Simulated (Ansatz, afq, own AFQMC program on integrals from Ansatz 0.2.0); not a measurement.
InO2, quartet: AFQMC among the cluster methods

```xyz
3

In    0.0000    0.0000    0.0000
O     0.0000    0.0000   -1.8623
O     0.0000    0.0000    1.8623
```

Connectivity, by distances: O–In–O.

Basis def2-SVP with its core potentials. Noble-gas cores (and the filled d shells of Ga–Kr and In–Xe) are frozen. Ansatz 0.2.0 and our own AFQMC program on the same integrals; the CISD trial comes from CCSD amplitudes, and released means the phaseless constraint is let go. Error bars are statistical, one sigma. No spin–orbit coupling.

Determinant: UHF, the one that the program's search chose, which needn't be the lowest solution. The geometry is a PBE0/def2-TZVP stationary point of this or a neighbouring charge and spin state.

No full CI on the walks' own integrals is used here. The released AFQMC energy serves as the reference, which it does only where one determinant dominates, the energy is flat over the last release times and near the phaseless one (40 meV or 2 meV an electron, half that with transition metals). On small molecules, where full CI could be run and the noise was under 10 meV, such values lay within 10 meV of it in 19 cases of 20, a flattering rate, since the rule was set on those same cases; what remains of the bias isn't in the error bar.

Cautions: no spin-orbit coupling; inner d shell frozen; another spin lies lower; the released value is read at 1.50 1/Eh with a noise of 10 meV, more than in the cases checked (meV from the phaseless value at times in 1/Eh: -8 ± 5 at 0.24, -15 ± 6 at 0.51, -29 ± 6 at 0.99, -28 ± 10 at 1.50).

The T1 diagnostic is 0.0248. The weight of the determinant in the CISD state is 0.874, the ⟨S²⟩ of the determinant is 3.778 and the size of the correlated space is 15 electrons in 43 orbitals.

Reference: AFQMC with the constraint released, correlation energy -9.723 ± 0.010 eV.

```tsv
level	E − E(reference) (kJ/mol)	share of correlation (%)
HF	938.2 ± 1.0	0.00
MP2	97.5 ± 1.0	89.60
CCSD	27.6 ± 1.0	97.06
CCSD(T)	5.5 ± 1.0	99.41
ph-AFQMC/HF	7.4 ± 3.1	99.21
ph-AFQMC/CISD	2.7 ± 1.1	99.71
```

Released energies are given only where the last usable release times agree within the noise; a slower fall can still hide under it.
